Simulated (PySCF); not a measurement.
Compound: C4H7S (charge -1).
SMILES: `C=CCC[S-]`

The closed-shell SCF was solved with PySCF and density fitting under several settings on one GFN2-xTB geometry (grid level 2 and gas phase unless stated).

```csv
settings,basis functions,SCF cycles,E (Eh),HOMO (eV),LUMO (eV)
HF/pcSseg-1,127,11,-552.9992,-2.02,7.85
"OLYP/cc-pVDZ, IEF-PCM benzene",109,14,-554.8194,-0.67,1.44
```

Estimate the row for these settings: OPBE/pcSseg-1, grid level 4.

```
                   settings  basis functions  SCF cycles     E (Eh)  HOMO (eV)  LUMO (eV)
OPBE/pcSseg-1, grid level 4              127          16  -554.6905       1.70       3.13
```

Over all rows, what range does the HOMO–LUMO gap span?

From 1.43 eV (OPBE/pcSseg-1, grid level 4) to 9.87 eV (HF/pcSseg-1). The functional of the narrowest has no exact exchange, that of the widest 100 % exact exchange.

Whole jobs, the steps after the SCF included, on an Intel Xeon at 2.60 GHz with one thread, shared host:

```
                     settings                                                          work after the SCF  wall time  peak memory
                  HF/pcSseg-1                                     shieldings, charges and field gradients      4.2 s     0.56 GiB
OLYP/cc-pVDZ, IEF-PCM benzene                  6 singlets by TDA, 2 Tamm–Dancoff triplets, polarisability      6.3 s     0.53 GiB
  OPBE/pcSseg-1, grid level 4  shieldings, charges and field gradients, density and orbital grids written       31 s     0.52 GiB
```

Cycle counts include a coarse-grid stage where the run had one. The HOMO energy is positive at OPBE/pcSseg-1; such an orbital is held in place by the finite basis. Geometry: GFN2-xTB, one conformer.

The values belong to the conformer `[CH2:1]=[CH:2][CH2:3][CH2:4][S-:5]`: C1–C2–C3–C4 108°, C2–C3–C4–S5 -178°.
